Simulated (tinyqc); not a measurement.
UHF in the sto-3g basis, for LiH, spin multiplicity 3, step by step (part 1 of 2). This run ends on a higher stationary point, not on the lowest solution. Computed by tinyqc, a small Python program that keeps every step (integrals from PySCF). Settings: charge = 0, multiplicity = 3, basis = sto-3g, energy threshold = 1e-10, iteration cap = 54, orthogonalisation = symmetric, start = core, DIIS depth = 4, DIIS from iteration = 2, method = UHF. Command: `OMP_NUM_THREADS=1 python tinyqc.py 26728 26729 out.jsonl` (the two numbers bound the seeds that draw the settings). One thread of a shared host (Intel(R) Xeon(R) Processor @ 2.60GHz), about 0.09 s of CPU time with the checks. Later iterations appear only in the table of the cycle.

## One-electron integrals

Geometry (angstrom):

| atom | x | y | z |
|---|---|---|---|
| Li | 0.000000 | 0.000000 | 0.000000 |
| H | 0.000000 | 0.000000 | 1.712000 |

Basis sto-3g: exponents (1/bohr^2) and contraction coefficients of normalised primitives:

| element | l (shell) | exponent | coefficient |
|---|---|---|---|
| Li | s (1) | 16.119575 | 0.154329 |
| Li | s (1) | 2.936201 | 0.535328 |
| Li | s (1) | 0.794651 | 0.444635 |
| Li | s (2) | 0.636290 | -0.099967 |
| Li | s (2) | 0.147860 | 0.399513 |
| Li | s (2) | 0.048089 | 0.700115 |
| Li | p (3) | 0.636290 | 0.155916 |
| Li | p (3) | 0.147860 | 0.607684 |
| Li | p (3) | 0.048089 | 0.391957 |
| H | s (1) | 3.425251 | 0.154329 |
| H | s (1) | 0.623914 | 0.535328 |
| H | s (1) | 0.168855 | 0.444635 |

Overlap, kinetic and nuclear-attraction integrals over the contracted functions; the nuclear repulsion is the sum of Za Zb / Rab.

nuclear repulsion = 0.92729651 hartree

overlap S:
```
           1Li 1s    1Li 2s   1Li 2px   1Li 2py   1Li 2pz     2H 1s
1Li 1s   1.000000  0.241137  0.000000  0.000000  0.000000  0.052303
1Li 2s   0.241137  1.000000  0.000000  0.000000  0.000000  0.367419
1Li 2px  0.000000  0.000000  1.000000  0.000000  0.000000  0.000000
1Li 2py  0.000000  0.000000  0.000000  1.000000  0.000000  0.000000
1Li 2pz  0.000000  0.000000  0.000000  0.000000  1.000000  0.490257
2H 1s    0.052303  0.367419  0.000000  0.000000  0.490257  1.000000
```

kinetic energy T (hartree):
```
            1Li 1s     1Li 2s   1Li 2px   1Li 2py   1Li 2pz      2H 1s
1Li 1s    3.576786  -0.020237  0.000000  0.000000  0.000000  -0.013697
1Li 2s   -0.020237   0.102163  0.000000  0.000000  0.000000   0.034927
1Li 2px   0.000000   0.000000  0.319682  0.000000  0.000000   0.000000
1Li 2py   0.000000   0.000000  0.000000  0.319682  0.000000   0.000000
1Li 2pz   0.000000   0.000000  0.000000  0.000000  0.319682   0.111608
2H 1s    -0.013697   0.034927  0.000000  0.000000  0.111608   0.760032
```

nuclear attraction V (hartree):
```
            1Li 1s     1Li 2s    1Li 2px    1Li 2py    1Li 2pz      2H 1s
1Li 1s   -8.291980  -1.038877   0.000000   0.000000  -0.014066  -0.222723
1Li 2s   -1.038877  -1.485853   0.000000   0.000000  -0.115811  -0.660801
1Li 2px   0.000000   0.000000  -1.445268   0.000000   0.000000   0.000000
1Li 2py   0.000000   0.000000   0.000000  -1.445268   0.000000   0.000000
1Li 2pz  -0.014066  -0.115811   0.000000   0.000000  -1.537941  -0.892581
2H 1s    -0.222723  -0.660801   0.000000   0.000000  -0.892581  -2.152458
```

core Hamiltonian H = T + V (hartree):
```
            1Li 1s     1Li 2s    1Li 2px    1Li 2py    1Li 2pz      2H 1s
1Li 1s   -4.715194  -1.059114   0.000000   0.000000  -0.014066  -0.236420
1Li 2s   -1.059114  -1.383689   0.000000   0.000000  -0.115811  -0.625874
1Li 2px   0.000000   0.000000  -1.125586   0.000000   0.000000   0.000000
1Li 2py   0.000000   0.000000   0.000000  -1.125586   0.000000   0.000000
1Li 2pz  -0.014066  -0.115811   0.000000   0.000000  -1.218259  -0.780973
2H 1s    -0.236420  -0.625874   0.000000   0.000000  -0.780973  -1.392426
```

## Two-electron integrals

Functions are numbered as in S; the eight-fold symmetry (ij|kl) = (ji|kl) = (kl|ij) leaves the list below.

Two-electron integrals (ij|kl) in chemists' order, unique and non-zero (hartree):
```
(11|11) 1.680395   (21|11) 0.265420   (21|21) 0.049941   (22|11) 0.397727
(22|21) 0.092860   (22|22) 0.290562   (31|31) 0.008981   (32|31) 0.013788
(32|32) 0.064184   (33|11) 0.396640   (33|21) 0.092880   (33|22) 0.290497
(33|33) 0.312946   (41|41) 0.008981   (42|41) 0.013788   (42|42) 0.064184
(43|43) 0.016869   (44|11) 0.396640   (44|21) 0.092880   (44|22) 0.290497
(44|33) 0.279207   (44|44) 0.312946   (51|51) 0.008981   (52|51) 0.013788
(52|52) 0.064184   (53|53) 0.016869   (54|54) 0.016869   (55|11) 0.396640
(55|21) 0.092880   (55|22) 0.290497   (55|33) 0.279207   (55|44) 0.279207
(55|55) 0.312946   (61|11) 0.055803   (61|21) 0.010558   (61|22) 0.020013
(61|33) 0.019779   (61|44) 0.019779   (61|51) 0.001255   (61|52) 0.002442
(61|55) 0.020489   (61|61) 0.002442   (62|11) 0.133714   (62|21) 0.031607
(62|22) 0.104886   (62|33) 0.099433   (62|44) 0.099433   (62|51) 0.005119
(62|52) 0.031314   (62|55) 0.115683   (62|61) 0.007992   (62|62) 0.063328
(63|31) 0.002502   (63|32) 0.011721   (63|53) 0.004790   (63|63) 0.004462
(64|41) 0.002502   (64|42) 0.011721   (64|54) 0.004790   (64|64) 0.004462
(65|11) 0.166449   (65|21) 0.039750   (65|22) 0.136820   (65|33) 0.127544
(65|44) 0.127544   (65|51) 0.007934   (65|52) 0.047974   (65|55) 0.155215
(65|61) 0.010440   (65|62) 0.090359   (65|65) 0.130670   (66|11) 0.308385
(66|21) 0.074140   (66|22) 0.270473   (66|33) 0.246773   (66|44) 0.246773
(66|51) 0.013546   (66|52) 0.101916   (66|55) 0.317596   (66|61) 0.019518
(66|62) 0.204609   (66|65) 0.303036   (66|66) 0.774606
```

## Orthogonalisation

S = U s U^T; symmetric (Loewdin) form X = U s^(-1/2) U^T, so that X^T S X = 1.

eigenvalues of S: 0.379522  0.800150  1.000000  1.000000  1.174517  1.645812

X:
```
            1Li 1s     1Li 2s   1Li 2px   1Li 2py    1Li 2pz      2H 1s
1Li 1s    1.023235  -0.130063  0.000000  0.000000  -0.006403   0.012308
1Li 2s   -0.130063   1.096009  0.000000  0.000000   0.096193  -0.249050
1Li 2px   0.000000   0.000000  1.000000  0.000000   0.000000   0.000000
1Li 2py   0.000000   0.000000  0.000000  1.000000   0.000000   0.000000
1Li 2pz  -0.006403   0.096193  0.000000  0.000000   1.126361  -0.328112
2H 1s     0.012308  -0.249050  0.000000  0.000000  -0.328112   1.197769
```

## Starting guess

The start is the orbitals of the core Hamiltonian; D(s) = C_occ C_occ^T for each spin.

D(alpha) at the start:
```
            1Li 1s     1Li 2s   1Li 2px   1Li 2py    1Li 2pz      2H 1s
1Li 1s    1.022454  -0.061401  0.000000  0.000000  -0.035865  -0.062736
1Li 2s   -0.061401   0.115675  0.000000  0.000000   0.117929   0.215100
1Li 2px   0.000000   0.000000  0.666980  0.471294   0.000000   0.000000
1Li 2py   0.000000   0.000000  0.471294  0.333020   0.000000   0.000000
1Li 2pz  -0.035865   0.117929  0.000000  0.000000   0.120948   0.220680
2H 1s    -0.062736   0.215100  0.000000  0.000000   0.220680   0.402654
```

D(beta) at the start:
```
            1Li 1s     1Li 2s   1Li 2px   1Li 2py    1Li 2pz      2H 1s
1Li 1s    1.011134  -0.025315  0.000000  0.000000   0.001137   0.004775
1Li 2s   -0.025315   0.000634  0.000000  0.000000  -0.000028  -0.000120
1Li 2px   0.000000   0.000000  0.000000  0.000000   0.000000   0.000000
1Li 2py   0.000000   0.000000  0.000000  0.000000   0.000000   0.000000
1Li 2pz   0.001137  -0.000028  0.000000  0.000000   0.000001   0.000005
2H 1s     0.004775  -0.000120  0.000000  0.000000   0.000005   0.000023
```

## Iteration 1: building the Fock matrix

J_ij = sum D_kl (ij|kl) with D = D(alpha) + D(beta), K_ij = sum D_kl (ik|jl) for each spin; F = H + J - K(s); E = tr D H + tr D J / 2 - 0.5 sum_s tr D(s) K(s) + E_nn.

Coulomb J (hartree):
```
           1Li 1s    1Li 2s   1Li 2px   1Li 2py   1Li 2pz     2H 1s
1Li 1s   4.110740  0.705774  0.000000  0.000000  0.013639  0.152344
1Li 2s   0.705774  1.364214  0.000000  0.000000  0.089571  0.547666
1Li 2px  0.000000  0.000000  1.355884  0.015901  0.000000  0.000000
1Li 2py  0.000000  0.000000  0.015901  1.344617  0.000000  0.000000
1Li 2pz  0.013639  0.089571  0.000000  0.000000  1.385099  0.721927
2H 1s    0.152344  0.547666  0.000000  0.000000  0.721927  1.485383
```

exchange K(alpha) (hartree):
```
           1Li 1s    1Li 2s   1Li 2px   1Li 2py   1Li 2pz     2H 1s
1Li 1s   1.700454  0.277029  0.000000  0.000000  0.007063  0.065911
1Li 2s   0.277029  0.225693  0.000000  0.000000  0.143851  0.247063
1Li 2px  0.000000  0.000000  0.239940  0.139539  0.000000  0.000000
1Li 2py  0.000000  0.000000  0.139539  0.141062  0.000000  0.000000
1Li 2pz  0.007063  0.143851  0.000000  0.000000  0.210397  0.307080
2H 1s    0.065911  0.247063  0.000000  0.000000  0.307080  0.580889
```

exchange K(beta) (hartree):
```
           1Li 1s    1Li 2s   1Li 2px   1Li 2py   1Li 2pz     2H 1s
1Li 1s   1.686229  0.257785  0.000000  0.000000  0.001254  0.054456
1Li 2s   0.257785  0.046259  0.000000  0.000000  0.000308  0.009837
1Li 2px  0.000000  0.000000  0.008445  0.000000  0.000000  0.000000
1Li 2py  0.000000  0.000000  0.000000  0.008445  0.000000  0.000000
1Li 2pz  0.001254  0.000308  0.000000  0.000000  0.008493  0.001226
2H 1s    0.054456  0.009837  0.000000  0.000000  0.001226  0.002281
```

F(alpha) (hartree):
```
            1Li 1s     1Li 2s    1Li 2px    1Li 2py    1Li 2pz      2H 1s
1Li 1s   -2.304909  -0.630370   0.000000   0.000000  -0.007489  -0.149987
1Li 2s   -0.630370  -0.245169   0.000000   0.000000  -0.170091  -0.325271
1Li 2px   0.000000   0.000000  -0.009642  -0.123638   0.000000   0.000000
1Li 2py   0.000000   0.000000  -0.123638   0.077968   0.000000   0.000000
1Li 2pz  -0.007489  -0.170091   0.000000   0.000000  -0.043558  -0.366127
2H 1s    -0.149987  -0.325271   0.000000   0.000000  -0.366127  -0.487932
```

F(beta) (hartree):
```
            1Li 1s     1Li 2s   1Li 2px   1Li 2py    1Li 2pz      2H 1s
1Li 1s   -2.290683  -0.611126  0.000000  0.000000  -0.001680  -0.138533
1Li 2s   -0.611126  -0.065735  0.000000  0.000000  -0.026548  -0.088045
1Li 2px   0.000000   0.000000  0.221853  0.015901   0.000000   0.000000
1Li 2py   0.000000   0.000000  0.015901  0.210586   0.000000   0.000000
1Li 2pz  -0.001680  -0.026548  0.000000  0.000000   0.158346  -0.060273
2H 1s    -0.138533  -0.088045  0.000000  0.000000  -0.060273   0.090676
```

total energy of this density = -7.68650323 hartree

## Iteration 1: diagonalisation and new density

Diagonalise F' = X^T F X, C = X C', fill 3 alpha and 1 beta electrons from the bottom; D(s) = C_occ C_occ^T. Each column has its largest component positive (the first on a tie).

F' = X^T F X (alpha) (hartree):
```
           1          2          3          4          5          6
1  -2.252566  -0.349289   0.000000   0.000000   0.004529  -0.015512
2  -0.349289  -0.034725   0.000000   0.000000  -0.038113  -0.241927
3   0.000000   0.000000  -0.009642  -0.123638   0.000000   0.000000
4   0.000000   0.000000  -0.123638   0.077968   0.000000   0.000000
5   0.004529  -0.038113   0.000000   0.000000   0.144396  -0.330544
6  -0.015512  -0.241927   0.000000   0.000000  -0.330544  -0.266716
```

orbital energies (alpha) (hartree): MO1 -2.307662, MO2 -0.541240, MO3 -0.097006, MO4 0.086374, MO5 0.165332, MO6 0.352917

coefficients C (alpha):
```
              MO1        MO2       MO3        MO4        MO5        MO6
1Li 1s   0.990735  -0.124232  0.000000  -0.245297   0.000000  -0.083424
1Li 2s   0.034855   0.250221  0.000000   0.973364   0.000000   0.527416
1Li 2px  0.000000   0.000000  0.816688   0.000000  -0.577079   0.000000
1Li 2py  0.000000   0.000000  0.577079   0.000000   0.816688   0.000000
1Li 2pz  0.004533   0.237177  0.000000  -0.351672   0.000000   1.098041
2H 1s    0.004030   0.758171  0.000000  -0.288956   0.000000  -0.972702
```

F' = X^T F X (beta) (hartree):
```
           1          2         3         4          5          6
1  -2.240019  -0.350181  0.000000  0.000000  -0.002673  -0.028321
2  -0.350181   0.100031  0.000000  0.000000   0.041339  -0.139274
3   0.000000   0.000000  0.221853  0.015901   0.000000   0.000000
4   0.000000   0.000000  0.015901  0.210586   0.000000   0.000000
5  -0.002673   0.041339  0.000000  0.000000   0.254502  -0.189362
6  -0.028321  -0.139274  0.000000  0.000000  -0.189362   0.237951
```

orbital energies (beta) (hartree): MO1 -2.292219, MO2 0.012589, MO3 0.149194, MO4 0.199350, MO5 0.233088, MO6 0.482903

coefficients C (beta):
```
               MO1        MO2        MO3        MO4       MO5        MO6
1Li 1s    0.993356  -0.158342  -0.206402   0.000000  0.000000   0.098434
1Li 2s    0.026509   0.466322   0.825079   0.000000  0.000000  -0.624914
1Li 2px   0.000000   0.000000   0.000000  -0.577079  0.816688   0.000000
1Li 2py   0.000000   0.000000   0.000000   0.816688  0.577079   0.000000
1Li 2pz   0.001534   0.337716  -0.569104   0.000000  0.000000  -0.973502
2H 1s    -0.001303   0.558521  -0.200622   0.000000  0.000000   1.119057
```

D(alpha) after iteration 1:
```
            1Li 1s    1Li 2s   1Li 2px   1Li 2py    1Li 2pz      2H 1s
1Li 1s    0.996989  0.003446  0.000000  0.000000  -0.024974  -0.090197
1Li 2s    0.003446  0.063826  0.000000  0.000000   0.059505   0.189851
1Li 2px   0.000000  0.000000  0.666980  0.471294   0.000000   0.000000
1Li 2py   0.000000  0.000000  0.471294  0.333020   0.000000   0.000000
1Li 2pz  -0.024974  0.059505  0.000000  0.000000   0.056274   0.179839
2H 1s    -0.090197  0.189851  0.000000  0.000000   0.179839   0.574840
```

D(beta) after iteration 1:
```
            1Li 1s     1Li 2s   1Li 2px   1Li 2py    1Li 2pz      2H 1s
1Li 1s    0.986756   0.026333  0.000000  0.000000   0.001524  -0.001294
1Li 2s    0.026333   0.000703  0.000000  0.000000   0.000041  -0.000035
1Li 2px   0.000000   0.000000  0.000000  0.000000   0.000000   0.000000
1Li 2py   0.000000   0.000000  0.000000  0.000000   0.000000   0.000000
1Li 2pz   0.001524   0.000041  0.000000  0.000000   0.000002  -0.000002
2H 1s    -0.001294  -0.000035  0.000000  0.000000  -0.000002   0.000002
```

## Iteration 2: building the Fock matrix

As before.

Coulomb J (hartree):
```
           1Li 1s    1Li 2s   1Li 2px   1Li 2py   1Li 2pz     2H 1s
1Li 1s   4.071601  0.700583  0.000000  0.000000  0.013575  0.151346
1Li 2s   0.700583  1.360960  0.000000  0.000000  0.094278  0.556035
1Li 2px  0.000000  0.000000  1.350391  0.015901  0.000000  0.000000
1Li 2py  0.000000  0.000000  0.015901  1.339123  0.000000  0.000000
1Li 2pz  0.013575  0.094278  0.000000  0.000000  1.386490  0.736598
2H 1s    0.151346  0.556035  0.000000  0.000000  0.736598  1.538149
```

exchange K(alpha) (hartree):
```
           1Li 1s    1Li 2s   1Li 2px   1Li 2py   1Li 2pz     2H 1s
1Li 1s   1.685637  0.289396  0.000000  0.000000  0.000215  0.062670
1Li 2s   0.289396  0.218563  0.000000  0.000000  0.127688  0.248932
1Li 2px  0.000000  0.000000  0.236728  0.139539  0.000000  0.000000
1Li 2py  0.000000  0.000000  0.139539  0.137851  0.000000  0.000000
1Li 2pz  0.000215  0.127688  0.000000  0.000000  0.195352  0.314982
2H 1s    0.062670  0.248932  0.000000  0.000000  0.314982  0.657018
```

exchange K(beta) (hartree):
```
           1Li 1s    1Li 2s   1Li 2px   1Li 2py   1Li 2pz     2H 1s
1Li 1s   1.672009  0.273571  0.000000  0.000000  0.000404  0.058738
1Li 2s   0.273571  0.054286  0.000000  0.000000  0.000113  0.011805
1Li 2px  0.000000  0.000000  0.009626  0.000000  0.000000  0.000000
1Li 2py  0.000000  0.000000  0.000000  0.009626  0.000000  0.000000
1Li 2pz  0.000404  0.000113  0.000000  0.000000  0.009610  0.001472
2H 1s    0.058738  0.011805  0.000000  0.000000  0.001472  0.002850
```

F(alpha) (hartree):
```
            1Li 1s     1Li 2s    1Li 2px    1Li 2py    1Li 2pz      2H 1s
1Li 1s   -2.329230  -0.647927   0.000000   0.000000  -0.000705  -0.147745
1Li 2s   -0.647927  -0.241292   0.000000   0.000000  -0.149221  -0.318770
1Li 2px   0.000000   0.000000  -0.011924  -0.123638   0.000000   0.000000
1Li 2py   0.000000   0.000000  -0.123638   0.075687   0.000000   0.000000
1Li 2pz  -0.000705  -0.149221   0.000000   0.000000  -0.027121  -0.359358
2H 1s    -0.147745  -0.318770   0.000000   0.000000  -0.359358  -0.511294
```

F(beta) (hartree):
```
            1Li 1s     1Li 2s   1Li 2px   1Li 2py    1Li 2pz      2H 1s
1Li 1s   -2.315601  -0.632102  0.000000  0.000000  -0.000895  -0.143813
1Li 2s   -0.632102  -0.077015  0.000000  0.000000  -0.021645  -0.081644
1Li 2px   0.000000   0.000000  0.215178  0.015901   0.000000   0.000000
1Li 2py   0.000000   0.000000  0.015901  0.203911   0.000000   0.000000
1Li 2pz  -0.000895  -0.021645  0.000000  0.000000   0.158621  -0.045847
2H 1s    -0.143813  -0.081644  0.000000  0.000000  -0.045847   0.142874
```

total energy of this density = -7.71526711 hartree

## Iteration 2: diagonalisation and new density

As before.

F' = X^T F X (alpha) (hartree):
```
           1          2          3          4          5          6
1  -2.273314  -0.366523   0.000000   0.000000   0.007262  -0.011218
2  -0.366523  -0.026268   0.000000   0.000000  -0.017057  -0.235096
3   0.000000   0.000000  -0.011924  -0.123638   0.000000   0.000000
4   0.000000   0.000000  -0.123638   0.075687   0.000000   0.000000
5   0.007262  -0.017057   0.000000   0.000000   0.161810  -0.322866
6  -0.011218  -0.235096   0.000000   0.000000  -0.322866  -0.303896
```

orbital energies (alpha) (hartree): MO1 -2.332740, MO2 -0.547860, MO3 -0.099288, MO4 0.082228, MO5 0.163050, MO6 0.356704

coefficients C (alpha):
```
              MO1        MO2       MO3        MO4        MO5        MO6
1Li 1s   0.989435  -0.114809  0.000000  -0.252156   0.000000  -0.091514
1Li 2s   0.040355   0.211228  0.000000   0.970957   0.000000   0.548113
1Li 2px  0.000000   0.000000  0.816688   0.000000  -0.577079   0.000000
1Li 2py  0.000000   0.000000  0.577079   0.000000   0.816688   0.000000
1Li 2pz  0.002596   0.200031  0.000000  -0.360792   0.000000   1.102475
2H 1s    0.000935   0.801242  0.000000  -0.263359   0.000000  -0.945059
```

F' = X^T F X (beta) (hartree):
```
           1          2         3         4          5          6
1  -2.260866  -0.367626  0.000000  0.000000  -0.002195  -0.030555
2  -0.367626   0.091766  0.000000  0.000000   0.043625  -0.142063
3   0.000000   0.000000  0.215178  0.015901   0.000000   0.000000
4   0.000000   0.000000  0.015901  0.203911   0.000000   0.000000
5  -0.002195   0.043625  0.000000  0.000000   0.250353  -0.188944
6  -0.030555  -0.142063  0.000000  0.000000  -0.188944   0.297773
```

orbital energies (beta) (hartree): MO1 -2.317996, MO2 0.037656, MO3 0.146490, MO4 0.192675, MO5 0.226414, MO6 0.512876

coefficients C (beta):
```
               MO1        MO2        MO3        MO4       MO5        MO6
1Li 1s    0.991640  -0.183307  -0.194988   0.000000  0.000000   0.095641
1Li 2s    0.033034   0.564707   0.766426   0.000000  0.000000  -0.618091
1Li 2px   0.000000   0.000000   0.000000  -0.577079  0.816688   0.000000
1Li 2py   0.000000   0.000000   0.000000   0.816688  0.577079   0.000000
1Li 2pz   0.001482   0.351229  -0.625096   0.000000  0.000000  -0.933559
2H 1s    -0.001897   0.473137  -0.203956   0.000000  0.000000   1.157162
```

D(alpha) after iteration 2:
```
            1Li 1s    1Li 2s   1Li 2px   1Li 2py    1Li 2pz      2H 1s
1Li 1s    0.992162  0.015677  0.000000  0.000000  -0.020396  -0.091064
1Li 2s    0.015677  0.046246  0.000000  0.000000   0.042357   0.169282
1Li 2px   0.000000  0.000000  0.666980  0.471294   0.000000   0.000000
1Li 2py   0.000000  0.000000  0.471294  0.333020   0.000000   0.000000
1Li 2pz  -0.020396  0.042357  0.000000  0.000000   0.040019   0.160276
2H 1s    -0.091064  0.169282  0.000000  0.000000   0.160276   0.641990
```

D(beta) after iteration 2:
```
            1Li 1s     1Li 2s   1Li 2px   1Li 2py    1Li 2pz      2H 1s
1Li 1s    0.983350   0.032758  0.000000  0.000000   0.001470  -0.001881
1Li 2s    0.032758   0.001091  0.000000  0.000000   0.000049  -0.000063
1Li 2px   0.000000   0.000000  0.000000  0.000000   0.000000   0.000000
1Li 2py   0.000000   0.000000  0.000000  0.000000   0.000000   0.000000
1Li 2pz   0.001470   0.000049  0.000000  0.000000   0.000002  -0.000003
2H 1s    -0.001881  -0.000063  0.000000  0.000000  -0.000003   0.000004
```
